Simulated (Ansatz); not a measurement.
# HSCl (triplet): wave-function methods side by side at distance Cl1–H2 along a hydrogen transfer = 1.607 Å, cc-pVTZ

How much of the correlation energy of HSCl (triplet) does each wave-function method recover here?

Computed with Ansatz 0.2.0, Gaussian basis. Level: cc-pVTZ, core rule «outside noble gas», up to 10 orbitals frozen.

To be run: UHF; CCSD(T) on ROHF; CCSD(T) on UHF; BCCD(T) on ROHF; CCSDT(Q) on ROHF; CCSDT(Q) on UHF; CASSCF and MRCISD+Q, 4 electrons in 4 orbitals; CASSCF and NEVPT2, 4 electrons in 4 orbitals; CASSCF and MRCISD+Q, 14 electrons in 9 orbitals; CASSCF and NEVPT2, 14 electrons in 9 orbitals.

2 further runs of the same task are left out: 2 for a known fault of the program.

### 1 What is computed

The geometry derives from fragments relaxed apart (PBE0/def2-TZVP) and kept rigid, so it is no stationary point. A hydrogen atom is moved between rigid fragments.

3 atoms, charge 0, spin multiplicity 3.

Atoms are counted from 1 here; the program's logs count them from 0.

Bond lengths: Cl1–H2 1.607 Å, H2–S3 1.380 Å. Angles: Cl1–H2–S3 180.0°.

Coordinates:

```xyz
3
ClHS
Cl    0.0000    0.0000   -1.5313
H     0.0000    0.0000    0.0757
S     0.0000    0.0000    1.4557
```

### 2 UHF

in.yaml reads:

```yaml
crystal:
  periodic: [false, false, false]
  atoms:
    - {symbol: Cl, position_ang: [0.000000, 0.000000, -1.531333]}
    - {symbol: H, position_ang: [0.000000, 0.000000, 0.075667]}
    - {symbol: S, position_ang: [0.000000, 0.000000, 1.455667]}
basis:
  gaussian: {orbitals: cc-pVTZ}
magnetization: {spin_polarized: true, initial_magnetization: 2}
hamiltonian: {xc: hf}
output: {orbitals: {seedname: orbitals}}
```

On the command line:

```
ansatz run in.yaml --threads 1 --pin off --events-out ev --progress --plain --max-ram 2816MiB --backend cpu
```

The runs that follow: CCSD(T) on ROHF; CCSD(T) on UHF; BCCD(T) on ROHF; CCSDT(Q) on ROHF; CCSDT(Q) on UHF; CASSCF and MRCISD+Q, 4 electrons in 4 orbitals; CASSCF and NEVPT2, 4 electrons in 4 orbitals; CASSCF and MRCISD+Q, 14 electrons in 9 orbitals; CASSCF and NEVPT2, 14 electrons in 9 orbitals.

Before running them: what should the planned runs give, taken together? Wanted: UCCSDT(Q) below the RHF energy; RMP2 from UCCSDT(Q); UMP2 from UCCSDT(Q); RCCSD from UCCSDT(Q); RCCSD(T) from UCCSDT(Q); UCCSD(T) from UCCSDT(Q); RCCSDT(Q) from UCCSDT(Q); NEVPT2 pair from UCCSDT(Q); MRCISD+Q pair from UCCSDT(Q).

**Answer**, as computed:

| quantity | value |
| --- | --- |
| UCCSDT(Q) below the RHF energy | -11.0564 eV |
| RMP2 from UCCSDT(Q) | +1574.8 meV |
| UMP2 from UCCSDT(Q) | +1663.3 meV |
| RCCSD from UCCSDT(Q) | +478.9 meV |
| RCCSD(T) from UCCSDT(Q) | +58.8 meV |
| UCCSD(T) from UCCSDT(Q) | +61.3 meV |
| RCCSDT(Q) from UCCSDT(Q) | +1.7 meV |
| NEVPT2 pair from UCCSDT(Q) | +1576.4 meV |
| MRCISD+Q pair from UCCSDT(Q) | +271.6 meV |
| NEVPT2 valence from UCCSDT(Q) | +2382.0 meV |
| levels within 1 kcal/mol (43 meV) | RCCSDT, UCCSDT, RCCSDT(Q) |
| T1 diagnostic | 0.025 |
| effectively unpaired electrons | 2.01 |

What this shows: RCCSD(T) misses by +58.8 meV, 0.5 % of the correlation energy. One determinant dominates. Of the multireference levels listed MRCISD+Q valence comes nearest in total energy (+250.0 meV), which doesn't show that its space is the better one. These misses are within one basis, not against nature; the frozen cores of restricted and unrestricted runs differ, which can shift their rows.
